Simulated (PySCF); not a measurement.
This PySCF input (M06-2X/aug-cc-pVDZ) gives -1.16353 Eh with 18 basis functions.

```python
import numpy as np, basis_set_exchange as bse
from pyscf import gto, scf, dft, df

basis = {'H': gto.basis.parse(bse.get_basis('aug-cc-pVDZ', elements=['H'], fmt='nwchem'))}
mol = gto.M(
    atom='''
    H    -0.00000000   -0.00000000   -0.37201156
    H     0.00000000    0.00000000    0.37201156
    ''',
    basis=basis,
    charge=0,
    verbose=4,
    max_memory=8640,
)
mf = dft.RKS(mol, xc='m062x')
mf.grids.level = 4
mf = mf.density_fit(auxbasis=df.autoaux(mol))
mf.conv_tol = 1e-9
mf.max_cycle = 100
print('smallest overlap eigenvalue', np.linalg.eigvalsh(mol.intor('int1e_ovlp'))[0])
mf.kernel()
dip = mf.dip_moment()
```

Change:
```diff
- basis = {'H': gto.basis.parse(bse.get_basis('aug-cc-pVDZ', elements=['H'], fmt='nwchem'))}
+ basis = {'H': gto.basis.parse(bse.get_basis('def2-TZVP', elements=['H'], fmt='nwchem'))}
```

Problem. What does the run give now?

Solution. -1.16845 Eh (M06-2X/def2-TZVP, 12 functions), a change of -4.92 mEh.
